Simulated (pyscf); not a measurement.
Structures and frequencies: ωB97X-D3(BJ)/def2-SVP in PySCF.

Question: Estimate the classical barrier height and the reaction energy of `[NH2][NH2]` + `[GeH2]` [singlet] → `[NH2][GeH2][NH2]` at ωB97M-D3(BJ)/def2-TZVP. The step runs on the singlet surface, breaks N–N and forms Ge–N, Ge–N; take the separated reactants as zero.

Answer: ΔE‡ = 32.4 kcal/mol, ΔE = -80.5 kcal/mol. CCSD(T)/def2-TZVPP + ΔMP2(QZVPP) gives 17.1 kcal/mol and -86.8 kcal/mol. Zero-point energy shifts the barrier by +0.3 kcal/mol. It is an insertion, with an imaginary mode of 671i cm⁻¹. On the reactant side the descent ends in an adduct with a Ge–N contact, 29.5 kcal/mol under the separated species and 61.5 kcal/mol under the saddle at ωB97X-D3(BJ)/def2-TZVP. What is counted as formed (Ge–N) is already present as a longer contact in the reactant adduct; forming that adduct is a step of its own. At ωB97X-D3(BJ) the barrier from the zero used here is 32.0 kcal/mol. From the product side, NH₂• + H₂N–GeH₂• lies, by one bond made or cut, 23.6 kcal/mol under this saddle at ωB97M-D3(BJ). The same reactants have a lower exit, to H₂N–NH–GeH₃ (barrier +21.1 kcal/mol at ωB97M-D3(BJ), against +32.4 kcal/mol here). One saddle was located; it need not be the lowest between these sides. One closed-shell reference is unstable to symmetry breaking; treat the single-reference values with care. The CCSD(T) − MP2 part came from Ansatz, without density fitting, on the same reference. The frozen core leaves the outer d or s,p core shells of the metals and heavy elements correlated in the MP2 and CC values, and def2-TZVPP describes them poorly, which can shift differences by a few kcal/mol. Elements up to Kr have no core potential and no relativistic terms here.
